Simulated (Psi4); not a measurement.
# CCSD/def2-SVPD (sweep point 8) run of BOF (fluoro(oxo)borane)

Wanted: the energy of BOF (fluoro(oxo)borane). Input form: a Python script.

Program for the calculation: Psi4 1.11.

5 further runs of the same task are left out: 5 set aside as unsound or not needed.

## (1) Starting point

The species is BOF (3 atoms), meant as a singlet with charge 0. SMILES: `O=BF`. Geometry: relaxed at PBE0-D4/def2-TZVP.

Bond lengths: O1–B2 1.206 Å, B2–F3 1.282 Å. Angles: O1–B2–F3 180.0°.

## (2) The energy at CCSD/def2-SVPD (sweep point 8)

job.py reads:

```python
import psi4

psi4.set_memory(1600000000)
psi4.set_num_threads(1)
psi4.set_output_file('bfo.out', False)

molecule = psi4.geometry("""
O      0.983100    -0.565100     0.479900
B      0.020300    -0.011600     0.009900
F     -1.003400     0.576800    -0.489800
units angstrom
symmetry c1
""")

psi4.set_options({
    'basis': 'def2-SVPD',
    'scf_type': 'pk',
    'num_frozen_docc': 3,
    'guess': 'sadno',
})

result = psi4.energy('ccsd', molecule=molecule)
print(f'ccsd energy: {result:.10f} Eh')
```

Launch:

```
$ python job.py
```

bfo.out:

```text
[...]
  Running in c1 symmetry.
[...]
  Nuclear repulsion =   51.438950129702292
[...]
  Multiplicity = 1
[...]
  Nalpha       = 11
  Nbeta        = 11
[...]
    Number of basis functions: 66
[...]
   @RHF iter   1:  -198.37262321979094   -1.98373e+02   2.05719e-02 ADIIS/DIIS
[...]
   @RHF iter  11:  -198.92830493383829   -9.09495e-13   3.91165e-09 DIIS
[...]
    Orbital Energies [Eh]
    ---------------------
    Doubly Occupied:
       1A    -26.394775     2A    -20.568013     3A     -7.737617
       4A     -1.689615     5A     -1.326290     6A     -0.860968
       7A     -0.773737     8A     -0.773737     9A     -0.638603
      10A     -0.530588    11A     -0.530588
[...]
  @RHF Final Energy:  -198.92830493383829
   => Energetics <=
    Nuclear Repulsion Energy =             51.4389501297022917
    One-Electron Energy =                -377.0854477611836160
    Two-Electron Energy =                 126.7181926976430475
    Total Energy =                       -198.9283049338382909
[...]
 Multipole Moments:
 ------------------------------------------------------------------------------------
     Multipole            Electronic (a.u.)      Nuclear  (a.u.)        Total (a.u.)
 ------------------------------------------------------------------------------------
 L = 1.  Multiply by 2.5417464519 to convert [e a0] to [Debye]
 Dipole X            :          0.0000360            0.0000155            0.0000515
 Dipole Y            :         -0.0000019           -0.0000008           -0.0000028
 Dipole Z            :         -1.9669414            1.0067641           -0.9601773
 Magnitude           :                                                    0.9601773
[...]
      * MP2 total energy                      = -199.389377574747186
[...]
      * CCSD total energy                     = -199.390549800611097
```

On the terminal:

```text
ccsd energy: -199.3905498006 Eh
```

Run time: 6.9 s. Hardware: 1 thread of Intel Xeon Platinum 8259CL at 2.50GHz (Skylake/Cascade Lake), shared host; peak memory 0.34 GiB.

## (3) What came out

At CCSD/def2-SVPD (sweep point 8), 3 core orbitals frozen:

| quantity | value |
| --- | --- |
| total energy | -199.39055 Eh |
| HOMO energy (Hartree–Fock orbitals) | -14.44 eV |
| LUMO energy (Hartree–Fock orbitals) | 1.15 eV |
| HOMO–LUMO gap (Hartree–Fock orbitals) | 15.59 eV |
| correlation energy (3 core orbitals frozen) | -462.2 mEh |
| T1 diagnostic | 0.018 |
